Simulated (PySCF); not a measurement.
**SHF: structure of the triplet**

Where does triplet SHF go from a bent start, is the end point a minimum, and what are its modes, charges and moments?

The runs use PySCF 2.14.0; PBE0, basis S def2-TZVP, H def2-TZVP, F def2-TZVP, no relativity, density fitting.

**1. Where the work starts**

3 atoms, charge 0, spin multiplicity 3.

Bond lengths: S1–H2 1.350 Å, S1–F3 1.670 Å. Angles: H2–S1–F3 110.0°.

Coordinates in bohr (charge 0 multiplicity 3):
```
S     0.0000    0.0000    0.0000
H    -2.0898    0.0000    1.4632
F     2.5851    0.0000    1.8102
```

**2. First SCF at the start**

The steps below are one call of a driver around PySCF. For each, scf.py gives the equivalent set-up of the SCF; relaxations use the driver's own optimiser. After this first run the driver tries any further starts and a stability analysis.

scf.py

```python
from pyscf import gto, scf, dft
mol = gto.M(atom='''
S      0.000000     0.000000     0.000000
H     -1.105900     0.000000     0.774300
F      1.368000     0.000000     0.957900''',
    basis={'S': 'def2-TZVP', 'H': 'def2-TZVP', 'F': 'def2-TZVP'},
    charge=0, spin=2)
mf = dft.UKS(mol, xc='PBE0')
mf.grids.atom_grid = (50, 194)
aux = {'S': 'def2-universal-JKFIT', 'H': 'def2-universal-JKFIT', 'F': 'def2-universal-JKFIT'}
mf = mf.density_fit(auxbasis=aux)
mf.conv_tol = 1e-08
mf.diis_space = 10
mf.max_cycle = 60
mf.init_guess = 'minao'
mf.verbose = 4
mf.kernel()
```

The run is started by

```console
$ OMP_NUM_THREADS=2 python axn.py task.json out
```

The program printed:

```text
init E= -498.4526009483
[... the frontier-level lines of each cycle are left out ...]
cycle= 1 E= -498.265212557552  delta_E= 0.187  |g|= 0.388  |ddm|= 1.29
cycle= 2 E= -498.016119726949  delta_E= 0.249  |g|= 0.939  |ddm|= 0.63
cycle= 3 E= -498.320252816365  delta_E= -0.304  |g|= 0.0382  |ddm|= 0.457
cycle= 4 E= -498.320995734515  delta_E= -0.000743  |g|= 0.0166  |ddm|= 0.0529
cycle= 5 E= -498.321163745816  delta_E= -0.000168  |g|= 0.00326  |ddm|= 0.02
cycle= 6 E= -498.321174571208  delta_E= -1.08e-05  |g|= 0.00166  |ddm|= 0.00524
cycle= 7 E= -498.321176439702  delta_E= -1.87e-06  |g|= 0.000574  |ddm|= 0.00222
cycle= 8 E= -498.321176680067  delta_E= -2.4e-07  |g|= 0.000153  |ddm|= 0.000784
cycle= 9 E= -498.321176708199  delta_E= -2.81e-08  |g|= 5.78e-05  |ddm|= 0.000443
cycle= 10 E= -498.321176710743  delta_E= -2.54e-09  |g|= 1.6e-05  |ddm|= 9.76e-05
Extra cycle  E= -498.321176710976  delta_E= -2.33e-10  |g|= 8.04e-06  |ddm|= 3.21e-05
converged SCF energy = -498.321176710976  <S^2> = 2.0085806  2S+1 = 3.005715
```

This step, with its further starts and checks, needed 5.2 s of wall time on 2 threads of Arm Neoverse V1, shared host.

Energies from each starting density:

```
                      start  energy (Eh)
    the minimal-basis guess  -498.321177
a thermally smeared density  -498.321177
      a smeared PBE density  -498.321177
```

The test of internal stability and the other starts found no lower solution of this spin.

**3. Bent start, triplet: relaxation**

The program finds Cs symmetry in the start, which this walk keeps. Threshold on the gradient: 0.0003 Eh/bohr, with a further test on the energy change.

scf.py, as its differences from that of step 2:

```diff
@@ -3,3 +3,3 @@
-S      0.000000     0.000000     0.000000
-H     -1.105900     0.000000     0.774300
-F      1.368000     0.000000     0.957900''',
+S     -0.478570     0.000000    -0.365132
+H     -1.584470     0.000000     0.409168
+F      0.889430     0.000000     0.592768''',
@@ -15 +14,0 @@
-mf.init_guess = 'minao'
```

Energy and gradient, step by step:

```
step  energy (Eh)  change (kJ/mol)  largest symmetric gradient (Eh/bohr)
   0  -498.321177             0.00                               0.05747
   1  -498.334798           -35.76                               0.01707
   2  -498.337280           -42.28                               0.00793
   3  -498.338680           -45.95                               0.01069
   4  -498.339267           -47.50                               0.00759
   5  -498.340335           -50.30                               0.00405
   6  -498.340401           -50.47                               0.00454
   7  -498.340448           -50.60                               0.00078
   8  -498.340450           -50.60                               0.00007
```

The walk took 7.4 s.

It settles in Cs symmetry, 50.6 kJ/mol below the start, after 8 steps: S–F 1.921 Å, S–H 1.345 Å; F–S–H 83.5°.

**4. Frequencies**

On the finer grid the gradient is checked again; gradients at displacements of ±0.02 bohr then give force constants and infrared intensities.

scf.py, as its differences from that of step 3:

```diff
@@ -3,3 +3,3 @@
-S     -0.478570     0.000000    -0.365132
-H     -1.584470     0.000000     0.409168
-F      0.889430     0.000000     0.592768''',
+S     -0.503016     0.000000    -0.493778
+H     -1.292152     0.000000     0.594785
+F      0.916328     0.000000     0.800403''',
@@ -9 +9 @@
-mf.grids.atom_grid = (50, 194)
+mf.grids.atom_grid = (75, 302)
@@ -12 +12 @@
-mf.conv_tol = 1e-08
+mf.conv_tol = 1e-10
```

This SCF starts from the last density.

Log of the central SCF (cycles and frontier levels):

```text
init E= -498.340394972966
[... the frontier-level lines of each cycle are left out ...]
cycle= 1 E= -498.340394972943  delta_E= 2.26e-11  |g|= 9.07e-06  |ddm|= 6.83e-06
Extra cycle  E= -498.340394972809  delta_E= 1.34e-10  |g|= 2.17e-05  |ddm|= 1.48e-05
converged SCF energy = -498.340394972809  <S^2> = 2.0104098  2S+1 = 3.0069318
```

The whole step took 22 s.

Geometry: Cs; S–F 1.921 Å, S–H 1.345 Å; F–S–H 83.6°.

Harmonic modes (main isotopes):

| symmetry | ω (cm⁻¹) | IR (km/mol) | μ (u) | type |
| --- | --- | --- | --- | --- |
| a' | 432 | 56.5 | 17.03 | stretch |
| a' | 639 | 5.8 | 1.08 | bend |
| a' | 2701 | 1.8 | 1.04 | stretch |

All wavenumbers are real: a minimum.

Constants and moments:

```yaml
Dipole_moment: 2.77 D
Highest_occupied_level: -6.78 eV
Lowest_empty_level: -5.02 eV
Rotational_constants: 9.627, 0.3806, 0.3661 cm⁻¹
Zero-point_energy: 22.6 kJ/mol
Principal_polarisabilities: 13.8, 19.3, 33.0 bohr³
Atomisation_energy_without_zero-point_energy: 497 kJ/mol
Principal_traceless_quadrupole_moments_about_the_centre_of_mass: -4.34, 1.05, 3.29 D Å
Entropy_at_298.15_K_and_1_bar_electronic_part_spin_only: 255.0 J/(mol K)
Heat_capacity_Cp_at_298.15_K: 43.1 J/(mol K)
Enthalpy_at_298.15_K_above_0_K: 11.02 kJ/mol
Rotational_symmetry_number: 1
Spin_squared_⟨S²⟩: 2.010
```

Charges (e) and bond orders:

| atom | Mulliken | Löwdin | polar tensor | spin (Mulliken) | Mayer order to S1 |
| --- | --- | --- | --- | --- | --- |
| S1 | 0.13 | 0.33 | 0.37 | 1.63 | – |
| H2 | 0.20 | 0.04 | 0.10 | -0.04 | 0.94 |
| F3 | -0.34 | -0.37 | -0.48 | 0.41 | 0.76 |

Outer orbital energies (eV). α occupied: -31.47, -22.08, -13.38, -12.76, -11.61, -10.20, -9.54, -6.78; empty: -0.08, 4.45, 6.56, 6.70. β occupied: -163.78, -163.74, -30.19, -20.22, -12.46, -10.89, -9.96, -9.71; empty: -5.02, -2.40, 0.42, 5.08.

Mulliken populations on S1: s 5.92, p 9.76, d 0.17, f 0.01.

**5. What came out**

| quantity | value |
| --- | --- |
| minimum | triplet, Cs |
| geometry | S–F 1.921 Å, S–H 1.345 Å; F–S–H 83.6° |
| wavenumbers (cm⁻¹) | 432 (a'), 639 (a'), 2701 (a') |
| dipole moment | 2.77 D |
| highest occupied, lowest empty level (either spin) | -6.78, -5.02 eV |
| polar-tensor charge of S1 | +0.37 e |
| zero-point energy | 22.6 kJ/mol |
| entropy at 298.15 K | 255.0 J/(mol K) |
| atomisation energy (no zero-point energy) | 497 kJ/mol |
| ⟨S²⟩ | 2.010 |

**Reading.** The bent start keeps its Cs symmetry and ends in a minimum. In the infrared the band at 432 cm⁻¹ (a', stretch) leads. Most of the spin sits on S1 (Mulliken spin 1.63, against 2 for the whole molecule). Other starts or spin states, not run here, may lie lower.

The search up to here took 35 s.
